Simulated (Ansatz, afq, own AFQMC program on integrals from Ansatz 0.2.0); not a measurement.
AFQMC, coupled cluster and functionals along a coordinate of BSiH$_{2}$, doublet

```xyz
4

Si    0.0000    0.0000    0.6345
B     0.0000    0.0000   -1.2907
H     0.0000   -1.0258   -1.9185
H     0.0000    1.0258   -1.9185
```

All coordinates are scaled about the centre. Energies in eV count from this geometry (1.000) at the same level; the start stands on UHF, each point on the determinant named.

Basis cc-pVDZ. Only valence electrons are correlated. AFQMC by an in-house program on the Cholesky factors that Ansatz 0.2.0 writes for its CCSD(T) run. ph-AFQMC/CISD is guided by a CISD state made of CCSD amplitudes; releasing the constraint for a short imaginary time cuts its bias at the price of noise, slowly where states lie close. ± is one standard error of the sampling.

Cautions, each for one point or more: CCSDT(Q) on the ROHF determinant differs, by its state or its frozen core; a spin-contaminated unrestricted determinant lies lower; an unrestricted solution with more broken spin lies lower; cluster runs in doubt by the program's own checks; higher spins were not checked; strong correlation; unrestricted determinant spin contaminated; walk and cluster series may follow different spin states.

```
scale of all distances  det.     T1  weight  ⟨S²⟩  CCSD(T)  ph-AFQMC/CISD  released AFQMC  CCSDT(Q)   CCSD   B2PLYP
                 0.873   UHF  0.018    0.88  0.76    1.769  1.777 ± 0.013   1.782 ± 0.015     1.774  1.761    1.609
                 1.108   UHF  0.027    0.86  0.76    0.394  0.422 ± 0.013  0.399 ± 0.020*     0.389  0.405    0.477
                 1.280   UHF  0.028    0.85  0.77    2.375  2.359 ± 0.017  2.327 ± 0.027*     2.356  2.411    2.552
                 1.513  ROHF  0.034    0.80  pure    5.437  5.462 ± 0.026  5.408 ± 0.027*     5.383  5.556   5.809§
                 1.774  UHF¶  0.085    0.69  2.31    7.992  7.847 ± 0.021  7.828 ± 0.030*     7.846  8.016   8.510§
                 2.026  UHF¶  0.072    0.70  2.57    9.058  9.035 ± 0.020  9.015 ± 0.030*     8.962  9.058   9.676§
                 2.397  UHF¶  0.035    0.80  2.69    9.742  9.723 ± 0.015               –         –  9.686  10.302§
```

Weight is that of the determinant in the CISD state; at the start T1 is 0.023 and the weight 0.87, and ⟨S²⟩ is 0.76. ¶ marks points with a poor determinant and no full CI, where no value is sure; they don't count among the departures. An asterisk marks released energies that aren't shown to be converged. A dash marks a missing value, a released energy that hasn't settled or a functional that sits on another state. § marks a functional whose ⟨S²⟩ is too high by over 0.1. Largest departures from phaseless AFQMC with a CISD trial: CCSD(T) -0.028 eV at 1.108 (on UHF), CCSDT(Q) -0.079 eV at 1.513 (on ROHF), CCSD 0.094 eV at 1.513 (on ROHF), B2PLYP 0.193 eV at 1.280. The walk's constraint bias lies outside its error bars, so these are departures and not errors. Functionals count only at points shown to share the start's state and spin. In this small basis the wave-function levels are far from their limit, so their gap to the functionals isn't the functionals' error.

Some points may be missing: those where a free walk finds a much lower state, and past Zn most of those on another determinant than at the start.

CCSDT and higher add their correlation energy to the determinant of the CCSD(T) run, since their own runs factorise the integrals more tightly (a shift of under 2 meV). A walk keeps the symmetry of its determinant, which the program's search chose and which needn't be the lowest solution, so a lower state of the same spin and another symmetry isn't excluded.
